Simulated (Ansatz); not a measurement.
One elementary step

Start structure (HCl$_{2}$, doublet), relaxed at PBE0-D4/def2-TZVP:

```
3
angstrom
H 1.0786 0.5252 -0.0962
Cl 0.6972 -0.6531 -0.4260
Cl -1.7757 0.1279 0.5222
```

The step: HCl + Cl → HCl + Cl; bonds formed: H1–Cl3; bonds broken: H1–Cl2. Ansatz 0.2.0; basis: def2-TZVPP and def2-QZVPP; cores frozen in the correlated methods; orbitals are unrestricted. Extrapolation: Hartree–Fock as exp(−7.88 √X), correlation as X^−2.97. Energies below are by CCSD(T) at an estimated basis limit (MP2 extrapolated from triple and quadruple zeta, plus CCSD(T) − MP2 in triple zeta).

Q: What are the electronic barrier and the energy of the step, from the start structure to the end structure? (Judge from chemistry; the value comes from the calculation.)

A: By the calculation: Barrier 10.51 kcal/mol; step energy 0.00 kcal/mol (both ends alike: a degenerate step); reverse barrier, their difference, 10.51 kcal/mol. Barrier and step energy count from the start structure, the reverse barrier from the end structure.

The saddle point: One imaginary mode of 977i cm⁻¹.
| pair | start (Å) | saddle (Å) | end (Å) |
| --- | --- | --- | --- |
| H1–Cl3 | 2.95 | 1.50 | 1.28 |
| H1–Cl2 | 1.28 | 1.50 | 2.95 |

Zero-point energy (harmonic, PBE0-D4): ZPE is 4.86 kcal/mol at the start and 2.06 kcal/mol at the saddle, so the barrier goes from 10.51 to 7.70 kcal/mol.

No T1 diagnostic of these runs exceeds 0.026. ⟨S²⟩ of the unrestricted Hartree–Fock references: 0.76 to 0.80 (a pure state has 0.75). The unrestricted reference is spin-contaminated, which hurts MP2 most.

For scale, one of the runs: CCSD(T)/def2-TZVPP, 98 basis functions, launched by `ansatz run in.yaml --threads 2 --pin off --events-out ev --progress --plain --max-ram 4352MiB`. Hardware: 2 CPU threads of an Arm Neoverse V1, shared host. Wall time about 6.5 s.
